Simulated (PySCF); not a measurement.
**Aluminium: a sound run and one with changed settings**

Sound run: Al [Ne] 3s2 3p1, Al⁺ [Ne] 3s2. All numbers are calculated (PySCF 2.14, no relativity, point nucleus, in def2-TZVP). In the sound run the correlated levels freeze [Ne]. The sound run starts from symmetry-adapted Hartree-Fock orbitals and uses a fine grid where one is needed.

Changed run: basis STO-3G. This setting is unsound on purpose.

```json
{"species": "Al", "method": "UHF", "sound run (hartree)": "-241.87435", "changed run (hartree)": "-238.85836", "converged": "yes"}
{"species": "Al", "method": "LDA", "sound run (hartree)": "-241.31129", "changed run (hartree)": "-238.23756", "converged": "yes"}
{"species": "Al", "method": "TPSS", "sound run (hartree)": "-242.37976", "changed run (hartree)": "-239.32118", "converged": "yes"}
{"species": "Al", "method": "MP2", "sound run (hartree)": "-241.90934", "changed run (hartree)": "-238.87253", "converged": "yes"}
{"species": "Al", "method": "CCSD(T)", "sound run (hartree)": "-241.92584", "changed run (hartree)": "-238.88392", "converged": "yes"}
{"species": "Al⁺", "method": "UHF", "sound run (hartree)": "-241.66873", "changed run (hartree)": "-238.88005", "converged": "yes"}
{"species": "Al⁺", "method": "LDA", "sound run (hartree)": "-241.09000", "changed run (hartree)": "-238.22545", "converged": "yes"}
{"species": "Al⁺", "method": "TPSS", "sound run (hartree)": "-242.15436", "changed run (hartree)": "-239.30525", "converged": "yes"}
{"species": "Al⁺", "method": "MP2", "sound run (hartree)": "-241.69600", "changed run (hartree)": "-238.90216", "converged": "yes"}
{"species": "Al⁺", "method": "CCSD(T)", "sound run (hartree)": "-241.70808", "changed run (hartree)": "-238.91866", "converged": "yes"}
```

Ionisation energy of Al:

```tsv
method	sound run (eV)	changed run (eV)
UHF	5.595	-0.590
LDA	6.021	0.330
TPSS	6.133	0.434
MP2	5.805	-0.806
SCS-MP2	5.789	-0.849
CCSD	5.895	-0.945
CCSD(T)	5.925	-0.945
```

A minimal basis cannot let orbitals breathe on ionisation and holds almost no correlation. A negative ionisation energy or a positive MP2 energy shows that the occupation asked for is not the lowest one in this basis.

For comparison, NIST gives 5.986 eV between the lowest levels.
